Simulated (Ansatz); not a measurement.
Two isomers of C5H8O: A = `CC(=O)C1CC1`, B = `O=C1CCCC1`.

Program: Ansatz. Geometries: PBE0-D4/def2-TZVP. ΔE: electronic, gas phase. CCSD(T)/CBS adds triple-zeta CCSD(T) − MP2 to the extrapolated MP2 energy (def2 sets, frozen cores). DFT in def2-TZVPP. B3LYP here is the variant with VWN-RPA as its local correlation; programs differ in this. Each species was taken in one conformer, which may not be the lowest.

A:

Z-matrix (Å, degrees):
```
C
C 1 1.503
H 1 1.094 2 109.9
H 1 1.094 2 109.9 3 -117.3
H 1 1.088 2 110.3 3 121.4
O 2 1.210 1 122.1 3 -121.2
C 2 1.484 1 116.3 3 58.9
C 7 1.511 2 117.0 1 146.3
C 7 1.511 2 117.1 1 -147.0
H 7 1.083 2 116.6 1 -0.2
H 8 1.082 7 116.9 2 -143.5
H 8 1.083 7 115.3 2 -1.7
H 9 1.083 7 115.3 2 1.9
H 9 1.082 7 116.9 2 143.6
```

B:

Z-matrix (Å, degrees):
```
C
C 1 1.520
C 1 1.524 2 104.9
H 1 1.097 2 106.7 3 117.9
H 1 1.091 2 110.9 3 -125.8
C 2 1.520 1 108.3 3 -11.8
O 2 1.201 1 125.9 3 168.2
C 3 1.533 1 103.8 2 30.8
H 3 1.095 1 109.9 2 -86.3
H 3 1.091 1 113.4 2 153.6
H 6 1.097 2 106.7 1 105.9
H 6 1.090 2 111.0 1 -137.8
H 8 1.095 3 109.6 1 78.9
H 8 1.091 3 112.8 1 -161.6
```

Which isomer does CCSD(T)/CBS put lower? Give the gap. (Best estimate.)

Computed: B, by 80.8 kJ/mol.

Give E(B) − E(A) in kJ/mol with B3LYP-D4, PBE-D4, CCSD(T)/def2-SVP, PBE0-D4, LDA (SPW92), MP2/def2-TZVPP, B2PLYP. (Best estimate.)

The calculation gave: B3LYP-D4 -74.2, PBE-D4 -72.4, CCSD(T)/def2-SVP -77.0, PBE0-D4 -78.5, LDA (SPW92) -79.4, MP2/def2-TZVPP -75.9, B2PLYP -73.8. None reverses the order clearly.

Does the order hold for the free energy at 298.15 K (harmonic terms from PBE0-D4)? (Estimate.)

Computed: Yes: G(B) − G(A) = -69.6 kJ/mol, for one conformer each.

Largest T1 diagnostic: 0.013.

From BLYP to BHLYP (50 % exact exchange), in def2-TZVPP and without D4, E(B) − E(A) moves by −12.9 kJ/mol. At CCSD(T), def2-SVP lies +3.8 kJ/mol from the extrapolated value and def2-TZVPP +1.0 kJ/mol.
